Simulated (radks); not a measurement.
# O⁴⁺ in 1s1.5 2s2 3s0.5: an all-electron calculation

An exercise on one series of results from a longer session: the logs are not shown, and one member is left open.

The numbers are computed with radks (a radial shooting solver on a logarithmic mesh, Libxc functionals) version 1 (scalar-relativistic Kohn-Sham, RPBE, spin-polarised, spherical densities, finite nucleus; open shells are filled with parallel spins first), except any that are marked as measured or tabulated.

## The system

| Quantity | Value |
| --- | --- |
| element | oxygen (Z = 8) |
| charge | +4 |
| electrons | 4 |
| configuration | 1s1.5 2s2 3s0.5 |
| nuclear rms radius | 2.6991 fm |

The first run:

Input:

```text
Z 8
configuration 1s1.5 2s2 3s0.5
relativity scalar-relativistic
functional rpbe,pbe
spin polarised
nucleus finite rms 2.6991 fm
c 137.035999084
```

Launch:

```
$ python run_ks.py task.json out
```

All runs below come from this command, one after another.

One of the session's tables, all rows but one given; the rest of the session is left out.

It belongs to the step «Shells». From the orbitals of this run (lengths in bohr):

```
  level     <r>  outermost maximum (interpolated)  90 % within  nodes
  1s up  0.1936                             0.127        0.345      0
1s down  0.1951                             0.127        0.348      0
  2s up       ?                                 ?            ?      ?
2s down  0.8874                             0.750         1.36      1
  3s up   2.271                              2.12         3.29      2
```

Q: Estimate the row for 2s up from the others.

**Answer.** <r>: 0.8826; outermost maximum (interpolated): 0.745; 90 % within: 1.36; nodes: 1. In the column «<r>» it lies between 1s down (0.1951) and 2s down (0.8874).
